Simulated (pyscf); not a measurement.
## Hydrogen shift: `[CH3][CH][Br]` [doublet] → `[CH2][CH2][Br]` [doublet]

Gas phase, doublet surface, charge 0. Bonds broken: H2–C4. Bonds formed: H2–C3. Structures and frequencies: ωB97X-D3(BJ)/def2-SVP in PySCF. Correlated levels are frozen-core, on RHF or UHF. ΔMP2 is the change of the MP2 total energy from the triple- to the quadruple-zeta basis.

Transition state (Å):

```xyz
7

Br     0.8429    -0.1998     1.6960
H     -1.4690     0.1264     0.1204
C     -0.4506    -0.6173     0.3708
C     -0.5722     0.2055    -0.8477
H     -0.6994    -1.6797     0.3073
H     -0.1481     1.2114    -0.8375
H     -0.8039    -0.2719    -1.8047
```

One imaginary mode, 2007i cm⁻¹; descent along it reached the two sides named.

```json
[
 {"bond": "H2–C4", "change": "breaks", "reactant side (Å)": "1.108", "saddle": "1.322", "product side": "2.153"},
 {"bond": "H2–C3", "change": "forms", "reactant side (Å)": "2.160", "saddle": "1.286", "product side": "1.097"}
]
```

Electronic energies relative to the reactant's lowest minimum found (kJ/mol):

| level | barrier | reaction energy | reverse barrier |
|---|---|---|---|
| ωB97X-D3(BJ)/def2-TZVP | 195.6 | +9.5 | 186.1 |
| PBE/def2-TZVP | 174.4 | +7.4 | 167.0 |
| r²SCAN/def2-TZVP | 189.1 | +6.0 | 183.1 |
| B3LYP-D3(BJ)/def2-TZVP | 191.8 | +3.6 | 188.2 |
| PBE0-D3(BJ)/def2-TZVP | 187.7 | +7.9 | 179.8 |
| M06-2X/def2-TZVP | 191.9 | +3.5 | 188.4 |
| ωB97M-D3(BJ)/def2-TZVP | 190.9 | +6.2 | 184.7 |
| HF/def2-TZVP | 237.7 | 0.0 | 237.8 |
| MP2/def2-QZVPP | 192.7 | +6.4 | 186.3 |
| CCSD/def2-TZVPP | 201.9 | +6.0 | 195.9 |
| CCSD(T)/def2-TZVPP | 195.4 | +5.9 | 189.5 |
| CCSD(T)/def2-TZVPP + ΔMP2(QZVPP) | 194.1 | +5.7 | 188.5 |

With CCSD(T)/def2-TZVPP + ΔMP2(QZVPP) energies and thermal terms (ideal gas, 1 atm, RRHO with modes under 100 cm⁻¹ raised to 100, one conformer, R ln 2 for rigid chiral ones), in kJ/mol:

```csv
T (K),ΔH‡,ΔG‡,ΔH,ΔG
298,181.7,183.3,+5.6,+7.4
600,181.0,185.1,+5.9,+9.1
900,180.0,187.3,+6.1,+10.6
1200,178.7,190.0,+6.2,+12.1
```

From the product side, H₂C=CH₂ + Br• lies, by one bond made or cut, 150.2 kJ/mol under this saddle at ωB97M-D3(BJ). This is the saddle that the search found; another between the same sides may lie lower. The CCSD(T) − MP2 part came from Ansatz, without density fitting, on the same reference. The frozen core leaves the outer d or s,p core shells of the metals and heavy elements correlated in the MP2 and CC values, and def2-TZVPP describes them poorly, which can shift differences by a few kcal/mol. Elements up to Kr have no core potential and no relativistic terms here.
